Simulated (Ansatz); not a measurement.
Process, species as SMILES: FCF → [CH2]F (CH2-F) + F atom
B3LYP-D3(BJ)/def2-TZVP geometries, fixed; electronic energies without zero-point terms.

Basis-set convergence of the bond dissociation energy at wB97M-V with Ansatz (a first-principles code). Cartesian d functions, on some or all atoms, in 6-31G**; all else is spherical. The program fits the integrals of some runs and decomposes those of others, by size. Open shells are unrestricted. The functional holds VV10 correlation; no added dispersion term, no relativity. Functions are those of the species that has most. Reference: the value in aug-pcseg-3, 123.30 kcal/mol, itself unsure by roughly 0.11 kcal/mol (its mean distance from aug-cc-pVQZ, cc-pV5Z, def2-QZVPPD).

```
basis        functions  bond dissociation energy (kcal/mol)
-----------  ---------  -----------------------------------
STO-3G              17                               115.11
6-31G               31                                  ___
pcseg-0             31                               111.43
def2-SV(P)          46                               126.99
cc-pVDZ             52                                  ___
pcseg-1             52                               123.10
6-31G**             55                                  ___
6-311+G**           78                                  ___
aug-pcseg-1         87                               124.77
def2-TZVP          105                               123.29
cc-pVTZ            118                               123.89
def2-TZVPD         135                               122.99
def2-TZVPPD        151                               123.03
aug-pcseg-2        184                               123.34
def2-QZVPP         231                               123.19
pcseg-3            246                               123.32
aug-cc-pVQZ        332                               123.19
aug-pcseg-3        353                               123.30
```

Task: Complete the blanks.

Result: 
- 6-31G, bond dissociation energy (kcal/mol): 111.20
- cc-pVDZ, bond dissociation energy (kcal/mol): 123.37
- 6-31G**, bond dissociation energy (kcal/mol): 126.08
- 6-311+G**, bond dissociation energy (kcal/mol): 121.22
